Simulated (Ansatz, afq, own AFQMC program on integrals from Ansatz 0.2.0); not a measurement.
AFQMC on a folder of integrals that Ansatz 0.2.0 wrote.

```yaml
crystal:
  periodic: [false, false, false]
  atoms:
    - {symbol: Ge, position_ang: [0.000000, -0.045054, 0.336205]}
    - {symbol: O, position_ang: [0.000000, 0.151799, -1.443563]}
    - {symbol: H, position_ang: [0.000000, 1.535873, 0.576619]}
    - {symbol: H, position_ang: [0.000000, -0.698501, -1.891995]}
basis:
  gaussian: {orbitals: cc-pVDZ}
magnetization: {spin_polarized: false}
correlation: {method: ccsd_t, electrons: outside_noble_gas, hamiltonian_folder: ham}
```

```sh
$ ansatz run in.yaml --threads 1 --pin off --events-out ev --progress --plain --max-ram 1382MiB
```

Options of the walk:

```
--method phaseless --trial cisd --walkers 60 --populations 1 --least-time 40 --time-step 0.005 --steps-per-block 50 --equilibration-blocks 28 --max-blocks 300 --target-error 0.00042 --factor-cut 1e-05 --seed 7079 --release-times 0.24,0.51,0.99,1.62,2.4 --release-step 0.03 --release-every 4 --taylor-order 6
```

Times are imaginary, in 1/Eh. The walk had a cap of 513 s. Filled inner d shells are frozen with the cores.

```
orbitals 36  electrons 6 6  factors 285 of 542
reference energy -2151.35413297 Eh
CCSD correlation -0.29492998 Eh in 11 cycles, weight of the determinant in the CISD state 0.8782
energy of the start -2151.649063 Eh
 block  time / (1/Eh)  mean weight  energy / Eh
     1     0.250  0.9987  -2151.644792
     2     0.500  1.0009  -2151.648771
     3     0.750  0.9990  -2151.649565
     4     1.000  0.9995  -2151.655068
     5     1.250  1.0027  -2151.652880
     9     2.250  1.0011  -2151.650745
    33     8.250  0.9994  -2151.664693
    65    16.250  0.9986  -2151.648553
    81    20.250  1.0018  -2151.669200
    97    24.250  1.0010  -2151.658369
   129    32.250  1.0020  -2151.652823
   161    40.250  1.0017  -2151.641721
   193    48.250  1.0009  -2151.650164
   225    56.250  1.0006  -2151.652688
   257    64.250  0.9992  -2151.656745
   289    72.250  1.0000  -2151.664533
   321    80.250  1.0028  -2151.655939
blocks merged  error / Eh  count
     1  0.000382  300
     2  0.000455  150
     4  0.000533  75
     8  0.000527  37
    16  0.000586  18
    32  0.000602  9
released: time / (1/Eh)  energy / Eh  error  mean overlap
  0.24  -2151.657872  0.000623  0.9959
  0.51  -2151.657869  0.000471  0.9965
  0.99  -2151.657903  0.000565  0.9921
  1.62  -2151.658012  0.000769  0.9819
  2.40  -2151.658206  0.000878  0.9560
energy -2151.656994 +/- 0.000586 Eh
(rows thinned)
```

Problem. Estimate how long the walk took on 1 thread of AMD EPYC 9R45 96-Core Processor (Zen 5) (shared host).

Solution. 110 s of wall time.

The run passed its tests (sampling time, drift between the halves within three errors, error under three times the target), which doesn't prove that it has relaxed.

Against this walk (error 15.9 meV) on the same determinant: CCSD(T) 11.1 meV higher (within the noise). The error is statistical and leaves out the bias of the constraint. Released to 2.40 1/Eh the energy moves by -33 ± 29 meV (both errors), within twice the noise.

Cautions: constraint bias not in the error; error above the target (15.9 against 11.4 meV); no relativity below Rb; no spin-orbit coupling; inner d shell frozen; higher spins were not checked; raised T1 diagnostic (T1 0.021, weight of the determinant 0.88, largest double 0.07); the bias of populations of 60 walkers isn't removed.

A walk keeps the symmetry of its determinant, which the program's search chose and which needn't be the lowest solution, so a lower state of the same spin and another symmetry isn't excluded.
